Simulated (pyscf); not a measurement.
**Atom transfer: H₃C–GeH₂–Cl + H atom (H•) → H₃C–GeH₂• + hydrogen chloride (HCl)**

Gas phase, doublet surface, charge 0. Bonds broken: Ge2–Cl9. Bonds formed: H6–Cl9. Structures and frequencies: ωB97X-D3(BJ)/def2-SVP in PySCF.

Transition state (Å):

```xyz
9

C      0.9399    -0.3327     0.1511
Ge    -0.3322     1.1008    -0.1737
H      1.8614    -0.1258    -0.4124
H      0.5189    -1.2885    -0.1966
H      1.1853    -0.4107     1.2195
H      0.4112     2.2695     0.9197
H     -1.5320     1.1594     0.8065
H     -0.9653     0.9519    -1.5678
Cl     0.8537     3.0344    -0.9191
```

One imaginary mode, 428i cm⁻¹; descent along it reached the two sides named.

```json
[
 {"bond": "Ge2–Cl9", "change": "breaks", "reactant side (Å)": "2.168", "saddle": "2.388", "product side": "3.7"},
 {"bond": "H6–Cl9", "change": "forms", "reactant side (Å)": "3.5", "saddle": "2.040", "product side": "1.297"}
]
```

Electronic energies relative to the separated reactants (kcal/mol):

| level | barrier | reaction energy | reverse barrier |
|---|---|---|---|
| ωB97X-D3(BJ)/def2-TZVP | 15.5 | +0.5 | 15.0 |
| PBE/def2-TZVP | 8.3 | -4.6 | 13.0 |
| r²SCAN/def2-TZVP | 8.7 | -4.6 | 13.3 |
| B3LYP-D3(BJ)/def2-TZVP | 9.8 | -5.6 | 15.4 |
| PBE0-D3(BJ)/def2-TZVP | 11.8 | -2.7 | 14.5 |
| M06-2X/def2-TZVP | 15.0 | -3.5 | 18.5 |
| ωB97M-D3(BJ)/def2-TZVP | 15.0 | -4.7 | 19.8 |
| HF/def2-TZVP | 30.7 | +0.3 | 30.4 |

With ωB97M-D3(BJ)/def2-TZVP energies and thermal terms (ideal gas, 1 atm, RRHO with modes under 100 cm⁻¹ raised to 100, one conformer, R ln 2 for chiral ones without a mode under 150 cm⁻¹), in kcal/mol:

| T (K) | ΔH‡ | ΔG‡ | ΔH | ΔG |
|---|---|---|---|---|
| 298 | 15.9 | 22.8 | -2.7 | -5.6 |
| 600 | 15.1 | 30.3 | -3.5 | -8.3 |
| 900 | 14.6 | 38.0 | -4.5 | -10.5 |
| 1200 | 14.1 | 45.9 | -5.4 | -12.3 |

At the saddle there is also a short Ge–H contact that neither side keeps. This saddle turned up in a search for another step; its sides and bond changes are read from the two ends of the descent. The same reactants have a lower exit, to H₃C–GeH•–Cl + H₂ (barrier +3.0 kcal/mol at ωB97M-D3(BJ)/def2-TZVP, against +15.0 kcal/mol here). One saddle was located; it need not be the lowest between these sides. The angle at the transferred Cl is 46°: a side-on saddle, likely not the lowest. Elements up to Kr have no core potential and no relativistic terms here.
